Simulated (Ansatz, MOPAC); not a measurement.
Gas-phase reaction in SMILES: C1C(C1)N + 4 C (CH4) → 3 CC (C2H6) [ethane] + CN (CH5N) [methanamine]

Wanted: bond separation energy (enthalpy at 298 K), in kcal/mol. Conventions: PM7 with its own dispersion and hydrogen-bond terms; spin-orbit terms left out; non-relativistic; 6-31G* and kin with 6d, 5d where marked; dispersion terms only where a functional's name holds one. First-principles rows: single points at B3LYP-D3(BJ) geometries (Ansatz, a first-principles code), with unscaled harmonic terms from B3LYP/6-31G* (Ansatz) at its own minima. Semi-empirical rows: MOPAC heats of formation at their own minima for 298 K.

| species | coefficient | E at B3LYP/6-31G* (Ansatz), Eh | E at PBE/def2-TZVPD (Ansatz), Eh | H(298 K) - E, kcal/mol | heat of formation at PM7 (MOPAC), kcal/mol |
|---|---|---|---|---|---|
| NC1CC1 | -1 | -173.24003 | -173.08159 | 65.59 | 20.26 |
| C (CH4) | -4 | -40.51834 | -40.46301 | 30.76 | -14.40 |
| CC (C2H6) | +3 | -79.83034 | -79.73096 | 49.98 | -18.20 |
| CN (CH5N) | +1 | -95.85304 | -95.76633 | 43.14 | -3.44 |

Measured values: Active Thermochemical Tables 1.112 (ions: stationary electron), as tabulated in the package chemicals; CRC Handbook, as tabulated in the package chemicals; they hold spin-orbit and core effects, anharmonicity and other conformers.  Value to compare with, the measured value: -12.2 kcal/mol. 1 Eh = 627.5095 kcal/mol.

Q: Work the quantity out at each level, and compare with the measured value.

A: 
- B3LYP/6-31G*: the sum of coefficient times E is -0.03067 Eh, or -19.25 kcal/mol; the thermal terms add 4.45. Result: -14.8 kcal/mol. Its error against the measured value is -2.6 kcal/mol.
- PBE/def2-TZVPD: the sum of coefficient times E is -0.02558 Eh, or -16.05 kcal/mol; the thermal terms add 4.45. Result: -11.6 kcal/mol. Its error against the measured value is 0.6 kcal/mol.
- PM7: the sum of coefficient times heat of formation is -20.70 kcal/mol; it needs no thermal term. Its error against the measured value is -8.5 kcal/mol.
